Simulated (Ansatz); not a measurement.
# NH (imidogen): UB3LYP/6-31G(d) (Cartesian functions)

Aim: the vertical electron affinity of NH (imidogen) at UB3LYP/6-31G* (Cartesian functions), from 2 runs. 

The results are computed with Ansatz 0.2.0.

44 further runs of the same task are left out: 44 set aside as unsound or not needed.

## (1) The system as given

NH has 2 atoms, charge 0, and is taken as a triplet. As SMILES, `[NH]`. The bond length is the measured one.

Bond lengths: N1–H2 1.036 Å.

## (2) The energy at UB3LYP/6-31G(d) (Cartesian functions)

Input file molecule.yaml:

```yaml
crystal:
  periodic: [false, false, false]
  atoms:
    - {symbol: "N", position_ang: [0.000000, 0.000000, 0.000000]}
    - {symbol: H, position_ang: [0.000000, 0.000000, 1.036210]}
basis:
  gaussian:
    orbitals: "6-31G*"
total_charge: 0
magnetization:
  spin_polarized: true
  initial_magnetization: 2
hamiltonian:
  xc: {name: B3LYP}
accuracy: high
output: {orbitals: {seedname: orbitals}}
```

Run with:

```sh
$ ansatz run molecule.yaml --threads 1 --pin off --max-ram 3480MiB --events-out events.jsonl --progress --plain --runs-dir runs
```

Log:

```text
Warning: RAYON_NUM_THREADS=1 ignored (pool sized by the plan → 1); use --threads N
Functional definition: B3LYP
  name "B3LYP"
  parameter a0 = 0.2
  parameter ax = 0.72
  parameter ac = 0.81
  exchange = (1 - a0 - ax)*slater_x + ax*b88_x + a0*exact_x
  correlation = (1 - ac)*vwn_rpa_c + ac*lyp_c
272 factors; integrals over basis functions are off by at most 2.6e-9 eV
mean field evaluation 1: about -1501.9113 eV, gradient 1.2e1 eV
mean field evaluation 2: about -1502.0428 eV, gradient 1.1e1 eV
mean field evaluation 4: about -1502.5962 eV, gradient 5.3e-2 eV
mean field evaluation 8: about -1502.5949 eV, gradient 6.6e-4 eV
mean field evaluation 16: about -1502.5949 eV, gradient 2.6e-8 eV
mean field -1502.59492010 eV, -55.2193448183 hartree, gradient 2.6e-8 eV, S^2 2.004926; 0 other end points of the search recorded, 0 dependent functions left out
reference -1502.59493621 eV, -55.2193454103 hartree; 5, 3 occupied and 12, 14 virtual orbitals, 272 factors
Total energy: -1502.59493621 eV, -55.2193454103 hartree
```

Wall time 0.5 s (1 thread of Arm Neoverse V1, shared host).

## (3) The doublet anion

Input file molecule.yaml:

```yaml
crystal:
  periodic: [false, false, false]
  atoms:
    - symbol: "N"
      position_ang: [0.000000, 0.000000, 0.000000]
    - symbol: H
      position_ang: [0.000000, 0.000000, 1.036210]
basis:
  gaussian:
    orbitals: "6-31G*"
total_charge: -1
hamiltonian:
  xc: {name: B3LYP}
output: {orbitals: {seedname: orbitals}}
accuracy: high
magnetization:
  spin_polarized: true
  initial_magnetization: 1
```

Run with:

```sh
$ ansatz run molecule.yaml --threads 1 --pin off --max-ram 3480MiB --events-out events.jsonl --progress --plain --runs-dir runs
```

Log (excerpt; [...] marks lines left out):

```text
Warning: RAYON_NUM_THREADS=1 ignored (pool sized by the plan → 1); use --threads N
[... 7 set-up lines as earlier in the session ...]
274 factors; integrals over basis functions are off by at most 2.0e-9 eV
mean field evaluation 1: about -1501.0946 eV, gradient 8.4e0 eV
mean field evaluation 2: about -1501.1337 eV, gradient 8.1e0 eV
mean field evaluation 4: about -1501.4067 eV, gradient 2.0e-1 eV
mean field evaluation 8: about -1501.4060 eV, gradient 1.0e-3 eV
mean field evaluation 16: about -1501.4060 eV, gradient 3.3e-8 eV
mean field -1501.40596981 eV, -55.1756517009 hartree, gradient 2.3e-8 eV, S^2 0.751971; 0 other end points of the search recorded, 0 dependent functions left out
reference -1501.40598903 eV, -55.1756524074 hartree; 5, 4 occupied and 12, 13 virtual orbitals, 274 factors
Total energy: -1501.40598903 eV, -55.1756524074 hartree
```

It took 0.6 s on 1 thread of Arm Neoverse V1, shared host.

## (4) Results

At UB3LYP/6-31G* (Cartesian functions):

| quantity | value |
| --- | --- |
| triplet NH: total energy | -55.21935 Eh |
| triplet NH: HOMO energy (highest over α and β) | -8.98 eV |
| triplet NH: LUMO energy (lowest over α and β) | -2.59 eV |
| triplet NH: ⟨S²⟩ | 2.005 |
| doublet anion: total energy | -55.17565 Eh |
| doublet anion: HOMO energy (highest over α and β) | 5.05 eV |
| doublet anion: LUMO energy (lowest over α and β) | 8.21 eV |
| doublet anion: ⟨S²⟩ | 0.752 |
| vertical electron affinity (to the doublet anion) | -1.189 eV |

**Reading.** The anion lies 1.19 eV (27 kcal/mol) above the neutral: the electron isn't bound at this level, and such a value depends on the basis. Without diffuse functions anions come out too high. The HOMO (doublet anion) lies at positive energy, 5.05 eV; only total energies tell whether the electron is bound.
